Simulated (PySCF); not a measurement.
Compound: C₂H₄N (doublet state).
Cartesian coordinates in Å at the GFN2-xTB level; atoms count from 1:
```
atom  x, y, z in Å
C1     1.4996   -0.3874    0.0235
N2     0.4399   -0.1512    0.6028
C3    -0.8247    0.2275    0.0724
H4     2.3867   -0.6660    0.5721
H5    -1.5581   -0.5241    0.3697
H6    -1.1112    1.1797    0.5221
H7    -0.8287    0.3263   -1.0186
```

Identity: `[H]/[C]=N/C` [radical].

Method: PySCF, UKS B3LYP, pcH-1 on C H N, non-relativistic, mean-field spin-orbit, GIAO. Isolated species at its GFN2-xTB geometry, gas phase. The geometry wasn't refined by DFT: couplings that depend on bond lengths, twists or pyramidal angles can differ widely from those at the functional's own minimum.

Mulliken spin populations: C1 +0.658, N2 +0.218, C3 +0.013, H4 +0.072, H5 -0.001, H6 -0.001, H7 +0.042.

Problem. Give the computed dipolar 1H tensors of H5, H6, H7.

Solution. 
| atom | position | distance from C1 (Å) | T1 (MHz) | T2 | T3 |
| --- | --- | --- | --- | --- | --- |
| H5 | 3 bonds from C1 | 3.08 | -5.05 | -3.74 | 8.79 |
| H6 | 3 bonds from C1 | 3.09 | -5.06 | -3.75 | 8.81 |
| H7 | 3 bonds from C1 | 2.65 | -5.53 | -2.08 | 7.61 |

Problem. Estimate them with point dipoles: put each population ρk at its nucleus, leave out the nucleus itself and the atom bound to it, and sum T = Σ [ρk/(2S)]·C·(3 n nᵀ − 1)/r³ with C = μ0 gₑ μB g_N μN/(4π h) = 79.06 MHz Å³.

Solution. 
```json
{"atom": "H5", "T1 (MHz)": "-4.34", "T2": "-3.06", "T3": "7.40", "T3, computed": "8.79", "difference in T3 (%)": "-16"}
{"atom": "H6", "T1 (MHz)": "-4.34", "T2": "-3.05", "T3": "7.39", "T3, computed": "8.81", "difference in T3 (%)": "-16"}
{"atom": "H7", "T1 (MHz)": "-4.73", "T2": "-4.04", "T3": "8.77", "T3, computed": "7.61", "difference in T3 (%)": "+15"}
```

On an Arm Neoverse V1 with one thread, no GPU, shared host, this took 16 s of wall time.
